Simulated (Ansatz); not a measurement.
Results of LDA (Ansatz, an electronic-structure program, plane waves, PAW) for SnSe (Pnma, No. 62).

Numerical settings: plane-wave cutoff 500 eV, 4×10×8 k mesh (along the axes of the cell as run), gaussian smearing 0.02 eV, scalar-relativistic PAW data made under PBE.

Cell (relaxed at this level):

Space group Pnma (No. 62); a = 11.3127 Å, b = 4.1139 Å, c = 4.3224 Å, α = β = γ = 90.00°

```
atom  site  symmetry       x       y       z
----  ----  --------  ------  ------  ------
Sn      4c       .m.  0.1172  0.7500  0.0962
Se      4c       .m.  0.1423  0.2500  0.5245
```

Predict the band gap.


- band gap = 0.43 eV (on the SCF k mesh)

Measured, for comparison: band gap 0.91 eV (temperature not stated, no zero-point or thermal correction, compiled measured gap; kind and temperature not stated; as tabulated in Kothakonda et al. (2022), arXiv:2208.02841).

Spin–orbit coupling is not included.

The computed numbers hold no vibrational or temperature effects.

Computing time: very roughly 11 core-minutes.
